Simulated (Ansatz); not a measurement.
Bulk modulus (GPa) of solids drawn from the class of oxides, at two levels: PBE in Ansatz (plane waves, PAW), and Hartree–Fock (Ansatz, a quantum-chemistry and plane-wave program, PAW).

```csv
solid,PBE,Hartree–Fock,shift (%)
rock-salt CdO,126,147,+16.7
rock-salt CaO,105,116,+10.5
cubic perovskite BaHfO3,155,174,+12.3
cubic perovskite BaZrO3,150,171,+14.0
rock-salt MgO,149,182,+22
cubic perovskite KTaO3,188,233,+24
rock-salt BaO,69.1,72.6,+5.1
rock-salt SrO,84.6,92.6,+9.5
```

The shifts run from +5.1 % to +24 %, with a median of +13.1 %.

Over all 8 rows Hartree–Fock is the larger in 8.

Ansatz's runs of these crystals have no spin polarisation.

Spin–orbit coupling is left out, also for the solids with elements from indium on (cubic perovskite BaHfO3, cubic perovskite BaZrO3, cubic perovskite KTaO3, rock-salt BaO); its size isn't shown.

Each level is taken at its own relaxed cell. Caveats: the gap of the solid is closed in this run (PBE: rock-salt CdO). Ansatz's density-functional and Hartree–Fock values are scalar-relativistic unless marked +SOC, with PAW data made under PBE.
